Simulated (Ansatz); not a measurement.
**HOB⁺, doublet: the ladder up to UCCSDT(Q)**

Geometry: that of the HOB, singlet, kept fixed.

```xyz
3

B     0.0000    0.0000    1.1655
O     0.0000    0.0000   -0.1066
H     0.0000    0.0000   -1.0588
```

Basis cc-pVDZ; Ansatz 0.2.0. Only valence electrons are correlated (noble-gas cores frozen), which leaves 9 electrons in 31 orbitals. R marks a restricted (for open shells ROHF) determinant, U an unrestricted one. Active spaces: valence = (9e, 9o) chosen from the atoms' valence shells.

Full CI isn't at hand for all of this; UCCSDT(Q) serves as the reference, and is uncertain by the last step of the cluster series or more. The frozen core follows each run's orbitals, which can shift R against U totals by a few meV.

For open shells CISD is restricted-active-space CI with the open shells as a complete middle space.

- UHF ⟨S²⟩: 0.762
- T1 diagnostic (RCCSD): 0.0266
- largest doubles amplitude (RCCSD): 0.050
- T1 diagnostic (UCCSD): 0.0222

```
   level  E − E(RHF) (eV)
     UHF          -0.0391
    RMP2          -6.1877
    UMP2          -6.2090
   RCCSD          -6.4091
   UCCSD          -6.4084
RCCSD(T)          -6.6041
UCCSD(T)          -6.6036
```

Task: Estimate how far UCCSDT(Q) in cc-pVDZ lies from RCCSD(T). The table doesn't fix it; the size of (T) and the diagnostics are the guide.

Result: UCCSDT(Q) in cc-pVDZ lies 0.85 kcal/mol below RCCSD(T), which is 19 % of the (T) step (-4.50 kcal/mol). The diagnostics are small and one determinant leads, so the series closes fast and only a small part of (T) is left.

The other levels:

```tsv
level	E − E(UCCSDT(Q)) (kcal/mol)	share of correlation (%)	wall time
CISD	12.47	91.86	0.97 s
BCCD(T)	0.84	99.45	1 s
RCCSDT	0.43	99.72	–
UCCSDT	0.44	99.71	–
RCCSDT(Q)	0.12	99.92	8 s
CASSCF (valence space)	67.59	55.86	–
NEVPT2 (valence space)	15.32	89.99	3.5 s
MRCISD (valence space)	3.01	98.03	–
MRCISD+Q (valence space)	1.17	99.24	6 s
```

The correlation energy at UCCSDT(Q), counted from RHF, is -6.641 eV. That run took 7 s on 1 thread of Arm Neoverse V1, shared host.

Times hold each run's SCF and search for its determinant on a shared host, so for small cases they say little of a method's own cost; they ran on 1 thread of Arm Neoverse V1. Some runs computed forces too.

Natural occupations of CASSCF (valence space) about the gap: 1.986 1.980 1.969 1.969 1.001 0.031 0.031 0.018 0.016; effectively unpaired electrons, Σ n²(2−n)², 1.02.
